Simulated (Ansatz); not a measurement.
Base system: Ge in the diamond structure (space group Fd-3m, No. 227).

```
CELL_PARAMETERS angstrom
      0.00000     2.83729     2.83729
      2.83729     0.00000     2.83729
      2.83729     2.83729     0.00000
ATOMIC_POSITIONS crystal
  Ge 0.00000 0.00000 0.00000
  Ge 0.25000 0.25000 0.25000
```

Level of theory: r2SCAN, PAW, 500 eV (Ansatz, an electronic-structure program; no SOC).

Perturbation: every Ge is replaced by Sn; the structure is relaxed again.

Measured lattice parameter a: Ge 5.644 Å (static lattice; corrected from measurement; as listed in Daniel Mejia-Rodriguez, S. B. Trickey, Phys. Rev. B (2018)); Sn 6.477 Å (static lattice; corrected from measurement; as listed in Daniel Mejia-Rodriguez, S. B. Trickey, Phys. Rev. B (2018)).

How well does r2SCAN reproduce the measured shift?

With r2SCAN the lattice parameter a moves by +0.892 Å (5.675 → 6.567) against +0.833 Å measured.

Stability against distortions was not tested.
